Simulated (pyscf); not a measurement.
Elimination: H₃C–CH₂–ZnH -> ethylene (H₂C=CH₂) + ZnH₂

Gas phase, singlet surface, charge 0. Bonds broken: C1–H4, C2–Zn3. Bonds formed: Zn3–H4. Optimised with ωB97X-D3(BJ)/def2-SVP in PySCF. Correlated levels are frozen-core, on RHF or UHF. ΔMP2 is the change of the MP2 total energy from the triple- to the quadruple-zeta basis.

Transition state (Å):

```xyz
9

C      0.3375    -0.1860    -0.0325
C     -0.5814    -0.6426     0.9450
Zn    -1.0289     1.4022     0.6357
H      0.2138     1.4535    -0.4893
H      0.2024    -0.4605    -1.0836
H      1.3820    -0.0030     0.2392
H     -1.4379    -1.2459     0.6290
H     -0.2371    -0.7804     1.9745
H     -2.0367     2.4249     1.1715
```

One imaginary mode, 882i cm⁻¹; descent along it reached the two sides named, in the forms told below.

| bond | change | reactant side (Å) | saddle | product side |
|---|---|---|---|---|
| C1–H4 | breaks | 1.103 | 1.706 | 3.0 |
| C2–Zn3 | breaks | 1.954 | 2.116 | 2.7 |
| Zn3–H4 | forms | 3.2 | 1.677 | 1.558 |

Electronic energies relative to the reactant's lowest minimum found (kcal/mol):

```
level                             barrier  reaction energy  reverse barrier
--------------------------------  -------  ---------------  ---------------
ωB97X-D3(BJ)/def2-TZVP               48.9            +30.6             18.3
PBE/def2-TZVP                        43.9            +28.8             15.1
r²SCAN/def2-TZVP                     43.1            +29.5             13.6
B3LYP-D3(BJ)/def2-TZVP               47.6            +26.3             21.3
PBE0-D3(BJ)/def2-TZVP                46.7            +31.7             15.0
M06-2X/def2-TZVP                     47.1            +29.1             18.0
ωB97M-D3(BJ)/def2-TZVP               48.2            +27.3             20.9
HF/def2-TZVP                         55.2            +19.0             36.2
MP2/def2-QZVPP                       47.9            +33.3             14.6
CCSD/def2-TZVPP                      49.9            +27.1             22.8
CCSD(T)/def2-TZVPP                   47.7            +27.6             20.1
CCSD(T)/def2-TZVPP + ΔMP2(QZVPP)     46.2            +29.4             16.8
```

With CCSD(T)/def2-TZVPP + ΔMP2(QZVPP) energies and thermal terms (ideal gas, 1 atm, RRHO with modes under 100 cm⁻¹ raised to 100, one conformer, R ln 2 for chiral ones without a mode under 150 cm⁻¹), in kcal/mol:

```csv
T (K),ΔH‡,ΔG‡,ΔH,ΔG
298,42.4,43.1,+25.4,+16.7
600,42.4,43.8,+25.3,+7.8
900,42.3,44.5,+25.0,-0.9
1200,42.1,45.3,+24.4,-9.4
```

On the product side the descent ends in a complex, 5.5 kcal/mol under the separated species and 23.8 kcal/mol under the saddle at ωB97X-D3(BJ)/def2-TZVP. At the saddle there is also a short C–Zn contact that neither side keeps. This is the saddle that the search found; another between the same sides may lie lower. The CCSD(T) − MP2 part came from Ansatz, without density fitting, on the same reference. The frozen core leaves the outer d or s,p core shells of the metals and heavy elements correlated in the MP2 and CC values, and def2-TZVPP describes them poorly, which can shift differences by a few kcal/mol. Elements up to Kr have no core potential and no relativistic terms here.
